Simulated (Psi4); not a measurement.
**C2H2S (ethynethiol): a first try and a second**

Wanted: a single-point energy of C2H2S (ethynethiol), MP2/aug-cc-pVDZ.

Program for the calculation: Psi4 1.11.

6 further runs of the same task are left out: 3 that didn't finish, 3 set aside as unsound or not needed.

## Step 1: The system as given

C2H2S: 5 atoms, total charge 0, spin state singlet. As SMILES, `C#CS`. Geometry: relaxed at PBE0-D4/def2-TZVP.

Bond lengths: C1–C2 1.204 Å, C2–S3 1.679 Å, C1–H4 1.064 Å, S3–H5 1.346 Å. Angles: C1–C2–S3 175.2°, C2–C1–H4 179.3°, C2–S3–H5 96.7°.

## Step 2: Try one

File job.in:

```
memory 1600 MB

molecule {
  1 1
  C     -2.26162423    -0.64628633     0.00359048
  C      0.00132281    -0.42273173     0.04932185
  S      3.17266119    -0.37340988     0.15760316
  H     -4.26473392    -0.81900730    -0.04119603
  H      3.44667148     2.12235141    -0.24755412
  units au
  symmetry c1
}

set {
  basis       aug-cc-pVDZ
  reference   rhf
  scf_type    pk
  freeze_core true
  mp2_type    conv
}

energy("mp2")
```

Started as:

```sh
psi4 -n 1 job.in job.out
```

job.out:

```text
Psi4 1.11 release

qcelemental.exceptions.ValidationError: Inconsistent or unspecified chg/mult: sys chg: None, frag chg: [1.0], sys mult: None, frag mult: [1]

Printing out the relevant lines from the Psithon --> Python processed input file:
    from psi4.driver.wrapper_database import database, db, DB_RGT, DB_RXN
    from psi4.driver.wrapper_autofrag import auto_fragments
    psi4_io = core.IOManager.shared_object()
    core.set_memory_bytes(1600000000)

--> geometry("""
      1 1
      C     -2.26162423    -0.64628633     0.00359048
      C      0.00132281    -0.42273173     0.04932185
      S      3.17266119    -0.37340988     0.15760316
      H     -4.26473392    -0.81900730    -0.04119603

!----------------------------------------------------------------------------------!
!                                                                                  !
!  Inconsistent or unspecified chg/mult: sys chg: None, frag chg: [1.0], sys mult: !
!     None, frag mult: [1]                                                         !
!                                                                                  !
!----------------------------------------------------------------------------------!

    Psi4 run time: 0:00:00.00
```

Run time: 0.73 s. Hardware: 1 thread of Intel Xeon 6975P-C (Granite Rapids), shared host; peak memory 0.13 GiB.

## Step 3: What went wrong

The program refused the input.

The telling line is `qcelemental.exceptions.ValidationError: Inconsistent or unspecified chg/mult: sys chg: None, frag chg: [1.0], sys mult: None, frag mult: [1]`. The fault: charge and multiplicity as typed don't fit the electron count or the species meant. To mend it: charge 0 in place of 1. That is the species meant; for the charge typed, the multiplicity would have to change.

## Step 4: Try two

File job.dat:

```
memory 1.6 GB

molecule {
  0 1
  C     -2.26162423    -0.64628633     0.00359048
  C      0.00132281    -0.42273173     0.04932185
  S      3.17266119    -0.37340988     0.15760316
  H     -4.26473392    -0.81900730    -0.04119603
  H      3.44667148     2.12235141    -0.24755412
  units bohr
  symmetry c1
}

set {
  basis       aug-cc-pVDZ
  reference   rhf
  scf_type    pk
  freeze_core true
  mp2_type    conv
}

energy("mp2")
print_variables()
```

Started as:

```sh
psi4 -n 1 job.dat job.out
```

job.out:

```text
[...]
  Running in c1 symmetry.
[...]
  Nuclear repulsion =   78.999381590977592
[...]
  Multiplicity = 1
[...]
  Nalpha       = 15
  Nbeta        = 15
[...]
    Number of basis functions: 91
[...]
   @RHF iter   1:  -474.26822181069673   -6.03835e-01   3.90585e-03 DIIS/ADIIS
[...]
   @RHF iter  13:  -474.36154299463044   -3.46745e-12   3.21109e-09 DIIS
[...]
    Orbital Energies [Eh]
    ---------------------
    Doubly Occupied:
       1A    -92.003314     2A    -11.272464     3A    -11.251044
       4A     -9.004424     5A     -6.686790     6A     -6.685213
       7A     -6.682959     8A     -1.090145     9A     -0.984505
      10A     -0.734867    11A     -0.648166    12A     -0.544946
      13A     -0.483277    14A     -0.404395    15A     -0.351125
[...]
  @RHF Final Energy:  -474.36154299463044
   => Energetics <=
    Nuclear Repulsion Energy =             78.9993815909775918
    One-Electron Energy =                -809.0665815197993425
    Two-Electron Energy =                 255.7056569341913530
    Total Energy =                       -474.3615429946304403
[...]
 Multipole Moments:
 ------------------------------------------------------------------------------------
     Multipole            Electronic (a.u.)      Nuclear  (a.u.)        Total (a.u.)
 ------------------------------------------------------------------------------------
 L = 1.  Multiply by 2.5417464519 to convert [e a0] to [Debye]
 Dipole X            :          1.5269228           -1.6366175           -0.1096947
 Dipole Y            :         -0.7119635            1.0482953            0.3363318
 Dipole Z            :          0.1744729           -0.2344416           -0.0599687
 Magnitude           :                                                    0.3588151
[...]
	SCS-MP2 Total Energy (a.u.)        :  -474.75485902774881
	SOS-MP2 Total Energy (a.u.)        :  -474.72099971841965
	SCSN-MP2 Total Energy (a.u.)       :  -474.54032014788811
[...]
	SOS-PI-MP2 Total Energy (a.u.)     :  -474.78090917238455
[...]
	MP2 Total Energy (a.u.)            :  -474.76266819244216
[...]
```

Wall time 5.7 s (1 thread of Intel Xeon 6975P-C (Granite Rapids), shared host); peak memory 0.52 GiB.

## Step 5: Outcome

At MP2/aug-cc-pVDZ:

```
                                   quantity          value
                               total energy  -474.76267 Eh
        HOMO energy (Hartree–Fock orbitals)       -9.55 eV
        LUMO energy (Hartree–Fock orbitals)        0.95 eV
      HOMO–LUMO gap (Hartree–Fock orbitals)       10.51 eV
correlation energy (7 core orbitals frozen)     -401.1 mEh
```
